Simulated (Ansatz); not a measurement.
What does this script print? It uses Ansatz 0.2.0 through its Python package.

The script, `conformers_c4h7no.py`:
```python
"""Conformer energies of C4H7NO."""

import ansatz
from rdkit import Chem
from rdkit.Chem import AllChem

BASIS_SET = "def2-SVP"
FUNCTIONAL = "PBE"

rd = Chem.AddHs(Chem.MolFromSmiles("C=C(C)C(N)=O"))
ids = list(AllChem.EmbedMultipleConfs(rd, numConfs=20, randomSeed=995, pruneRmsThresh=0.4))
field = [energy for _, energy in AllChem.MMFFOptimizeMoleculeConfs(rd)]
distinct = {round(e, 2): i for i, e in zip(ids, field)}
chosen = sorted(distinct.items())[:4]
found = []
for force_field, index in chosen:
    system = ansatz.Crystal.molecule()
    for atom, xyz in zip(rd.GetAtoms(), rd.GetConformer(index).GetPositions()):
        system = system.atom(atom.GetSymbol(), xyz.round(5).tolist())
    calculation = system.calculation().basis(gaussian=BASIS_SET).functional(FUNCTIONAL)
    found.append(calculation.run(threads=1).report["free_energy_ev"])
print("conformer   MMFF (kcal/mol)   this level (kJ/mol)")
for (force_field, index), e in zip(chosen, found):
    print(f"{index:9d} {force_field - chosen[0][0]:17.2f} {96.485332 * (e - min(found)):17.3f}")
```

```console
$ python conformers_c4h7no.py
conformer   MMFF (kcal/mol)   this level (kJ/mol)
        0              0.00             0.000
        1              1.00             0.201
```

These settings explore the input space; basis and method may be short of convergence. The conformers keep their force-field geometries. Finished in 8 s on 1 thread of Arm Neoverse V2 (shared host), peak memory 0.27 GiB.
